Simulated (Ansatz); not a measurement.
A made-up structure of CH4BO (charge +1), singlet:

B1  (-0.779, -0.144, -0.190)
C2  (0.036, 0.652, 0.257)
O3  (0.481, -0.837, 0.194)
H4  (-1.623, -0.411, -0.661)
H5  (0.624, 1.208, -0.525)
H6  (0.013, 0.777, 1.322)
H7  (1.248, -1.245, -0.397)
(Å)

It is relaxed with PBE-D4/def2-SVP and then PBE0-D4/def2-TZVP (Ansatz 0.2.0). Atoms count as bonded within 1.22 times the sum of their covalent radii (H–H: 0.88 Å). The end point is not checked to be a true minimum.

(1) Does its bonding change? (Judge from chemistry; the calculation decides.)

Answers

(1) The calculation gives: No: no bond forms or breaks.

Where it ends: The first stage lowers the energy by 3.22 eV in 11 steps. It ends as CH₄BO ([BH]1[CH2][OH]1), total charge +1:
```xyz
7
angstrom
B -0.8362 -0.2686 -0.2608
C 0.1379 0.7261 0.3150
O 0.4082 -0.8187 0.1517
H -1.7769 -0.7024 -0.8150
H 0.7514 1.3226 -0.3576
H 0.2130 0.9562 1.3730
H 1.1025 -1.2153 -0.4063
```

Labels in which every atom is bracketed show which atoms are joined, not bond orders.

For scale, one of the runs: PBE0-D4/def2-TZVP relaxation, 117 basis functions, launched by `ansatz run in.yaml --threads 2 --pin off --events-out ev --progress --plain --max-ram 4352MiB`. Hardware: 2 CPU threads of an Intel Xeon Platinum 8488C, shared host. Wall time about 14 s.
